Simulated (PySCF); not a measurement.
# Which determinant of AlF lies lowest?

Unrestricted PBE0; PySCF, no relativity, basis sets Al def2-TZVPPD, F def2-TZVPPD. Outer shells of the fragments: Al 3s2 3p1; F 2s2 2p5.

Followed along the bond (rough minima from three points):

```tsv
2Ms+1	unpaired	⟨S²⟩ at the start	R at minimum (Å)	Te (eV)
1	none	0.00	1.67	0.00
3	σ ↑, π ↑	2.00	1.66	3.12
```

Solutions found at the starting distance of 1.810 Å, counted from the lowest of them; the search is not exhaustive and high or unbound solutions are not listed, so other states can lie among these:

| 2Ms+1 | unpaired | term | E (eV) | ⟨S²⟩ | ⟨Lz²⟩ | μ (D) |
| --- | --- | --- | --- | --- | --- | --- |
| 1 | none | ¹Σ⁺ | 0.00 | 0.00 | 0.00 | -2.30 |
| 3 | σ ↑, π ↑ | ³Π | 3.15 | 2.00 | 1.00 | -2.51 |
| 1 | σ ↑, π ↓ | mixed | 4.00 | 1.00 | 1.01 | -2.23 |
| 3 | σ ↑↑ | ³Σ⁺ | 5.23 | 2.00 | 0.00 | -1.68 |
| 3 | σ ↑, δ ↑ | ³Δ | 7.80 | 2.00 | 4.00 | -2.89 |
| 3 | π ↑↑ | mixed | 7.84 | 2.02 | 2.02 | 2.62 |
| 3 | π ↑↑ | mixed | 7.99 | 2.01 | 2.02 | 2.75 |

A term symbol is given only where ⟨S²⟩ and ⟨Lz²⟩ are close to those of a pure state; real π, δ and φ orbitals otherwise mix terms. A positive dipole means Al(−)F(+).

Counting both spins, an empty level lies below a filled one in some of these solutions, because spin and occupation are held.
